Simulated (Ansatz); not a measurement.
**Sr2Ti: from a trial structure to a relaxed crystal**

These are results of Ansatz, DFT PBE, scalar-relativistic, plane waves, PAW, not measurements.

Sr2Ti was placed on the CaCl2 structure type (Pnnm, No. 58), with Ti in place of Ca, Sr in place of Cl, at a guessed volume.

The final relaxation ran on this input, with the default PAW datasets:

```yaml
crystal:
  lattice:
    - [6.3668629502, 0.0, 0.0]
    - [0.0, 9.764693074, 0.0]
    - [0.0, 0.0, 3.567667761]
  atoms:
    - { symbol: Sr, position: [0.9999826484, 0.3141591924, 0.5] }
    - { symbol: Sr, position: [0.5000173516, 0.8141591924, 0.0] }
    - { symbol: Sr, position: [1.73516e-05, 0.6858408076, 0.5] }
    - { symbol: Sr, position: [0.4999826484, 0.1858408076, 0.0] }
    - { symbol: Ti, position: [0.5, 0.5, 0.5] }
    - { symbol: Ti, position: [0.0, 0.0, 0.0] }
basis:
  ecutwfc: 420
kpoints:
  mp_grid: { grid: [6, 4, 10] }
hamiltonian:
  xc: pbe
scf:
  occupations: { method: gaussian, width: 0.1 }
output:
  forces: true
  stress: true
  eigenvalues: true
relax:
  adjacent_minimum: "off"
  f_tol: 0.01
  max_steps: 80
  cell: { stress_tol: 0.05 }
```

Launched as:

```bash
ansatz run input.yaml --threads 1 --pin off --max-ram 2560MiB --backend cpu --events-out ev --progress --plain --runs-dir out
```

It took 66 s on 1 thread of Intel(R) Xeon(R) Platinum 8488C (Sapphire Rapids), on a shared host, peak memory 0.77 GiB.

The program printed at the end:

```
SCF converged after 6 iterations
Free energy (F): -19171.184984 eV
Harris-Foulkes:  -19171.184984 eV  (|F-HF|=7.28e-12)
Internal energy: -19171.075693 eV  (E = F + TS)
E sigma→0 (E₀):  -19171.130339 eV
Entropy (-TS):   -0.109291 eV (-18.215 meV/atom)
Fermi energy:    7.049820 eV
--- Per-component energies (eV) ---
  E_band       = -910.239591
  E_kinetic    = 1511.264616
  E_local      = -5171.702313  (includes V_loc(G=0)·N_el)
  E_nonlocal   = 832.401439
  E_hartree    = 1651.151427
  E_xc         = -878.420827
  E_vxc        = -879.017568  (∫ρ·V_xc dr)
  E_paw        = -12875.017002  (= ΣΔE_a)
  E_vpaw       = -505.488979  (= ΣTr[D̂ρ^β])
  E_aug_tail   = 0.000243  (compensation charges beyond the density's cutoff)
  E_ewald      = -4240.753275
  E_smearing   = -0.109291  (= −TS)
  E_closure    =  0.000000  (closes the sum)
  Σ components = -19171.184984   (vs F -19171.184984, Δ=0.00e0)
--- Forces (eV/Å), atoms counted from 1 ---
  atom   1  Sr     0.00004348     0.00039475     0.00000000
  atom   2  Sr    -0.00004348     0.00039475     0.00000000
  atom   3  Sr    -0.00004348    -0.00039475     0.00000000
  atom   4  Sr     0.00004348    -0.00039475     0.00000000
  atom   5  Ti     0.00000000     0.00000000     0.00000000
  atom   6  Ti     0.00000000     0.00000000     0.00000000
  max |Σ_I F_I| component: 5.42e-20 eV/Å
--- Stress (GPa, compression-positive) ---
        0.008667       0.000000       0.000000
        0.000000      -0.009507       0.000000
        0.000000       0.000000       0.003029
  P = ⅓ Tr σ = 0.0007 GPa (0.007 kbar)
--- Relaxed structure (1 steps of the walk, 1 accepted, 1 SCFs on fresh bases) ---
  F+E_penalty+E_count = -19171.18498407 eV   max|allowed force component| = 3.947e-4 eV/Å   (the final SCF, on the basis selected at the relaxed cell)
  cell:  # Å, volume = 221.8036 Å³
    - [6.366863, 0.0, 0.0]
    - [0.0, 9.764693, 0.0]
    - [0.0, 0.0, 3.567668]
  atoms:
    - { symbol: Sr, position: [0.999983, 0.314159, 0.5] }
    - { symbol: Sr, position: [0.500017, 0.814159, 0.0] }
    - { symbol: Sr, position: [1.73516e-5, 0.685841, 0.5] }
    - { symbol: Sr, position: [0.499983, 0.185841, 0.0] }
    - { symbol: Ti, position: [0.500000, 0.5, 0.5] }
    - { symbol: Ti, position: [0.0, 0.0, 0.0] }
```

Total energies depend on the potentials used, so only differences within one code and one set of settings carry meaning.

The result has space group Immm (No. 71). Sr has 4 Ti at 3.55–3.66 Å, 3 Sr at 3.57–3.63 Å and 4 Sr at 3.86 Å; Ti has 8 Sr at 3.55–3.66 Å and 2 Ti at 3.57 Å.

Against the elements it lies at 0.85 eV/atom. Formation energies are uncorrected and refer to the elements' standard structures at the same level.

For metals, differences of a few meV/atom aren't resolved.

Symmetry constrained the relaxation, so the result can be a saddle point.